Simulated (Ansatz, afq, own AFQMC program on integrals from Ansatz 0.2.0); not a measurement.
## AlH$_{4}$, doublet → AlH4⁺, singlet

```xyz
5

Al   -0.0599    0.0001   -0.1328
H     0.4487    0.0018    1.9858
H    -0.3171   -0.0089    1.9564
H     0.7333    1.3833   -0.1888
H     0.7376   -1.3801   -0.1993
```

E(singlet, charge +1) − E(doublet, charge +0) at this geometry, on UHF and RHF determinants.

Basis 6-31G. Only valence electrons are correlated. AFQMC by an in-house program on the Cholesky factors that Ansatz 0.2.0 writes for its CCSD(T) run. ph-AFQMC/CISD is guided by a CISD state made of CCSD amplitudes; releasing the constraint for a short imaginary time cuts its bias at the price of noise, slowly where states lie close. Error bars are statistical, one sigma. The errors of all members are added in quadrature.

Full CI on the same integrals is exact in this basis and with this determinant's frozen core.

Errors are counted within 6-31G, not against nature.

Reference (full CI): 168.2 kcal/mol.

```json
{"level": "HF", "vertical ionization energy (kcal/mol)": "171.1", "error against FCI (kcal/mol)": "2.9"}
{"level": "MP2", "vertical ionization energy (kcal/mol)": "169.6", "error against FCI (kcal/mol)": "1.4"}
{"level": "CCSD", "vertical ionization energy (kcal/mol)": "168.2", "error against FCI (kcal/mol)": "0.0"}
{"level": "CCSD(T)", "vertical ionization energy (kcal/mol)": "168.2", "error against FCI (kcal/mol)": "0.0"}
{"level": "CCSDT", "vertical ionization energy (kcal/mol)": "168.2", "error against FCI (kcal/mol)": "0.0"}
{"level": "CCSDT(Q)", "vertical ionization energy (kcal/mol)": "168.2", "error against FCI (kcal/mol)": "0.0"}
{"level": "CCSDTQ", "vertical ionization energy (kcal/mol)": "168.2", "error against FCI (kcal/mol)": "0.0"}
{"level": "ph-AFQMC/CISD", "vertical ionization energy (kcal/mol)": "168.2 ± 0.02", "error against FCI (kcal/mol)": "0.1 ± 0.02"}
{"level": "released AFQMC", "vertical ionization energy (kcal/mol)": "168.2 ± 0.01", "error against FCI (kcal/mol)": "0.0 ± 0.01"}
```

Correlation beyond CCSD(T) changes it by less than 2 meV. The perturbative (T) step is worth +0.0 kcal/mol.

CCSDT and higher add their correlation energy to the determinant of the CCSD(T) run, since their own runs factorise the integrals more tightly (a shift of under 2 meV). Released energies are given only where the last usable release times agree within the noise; a slower fall can still hide under it.
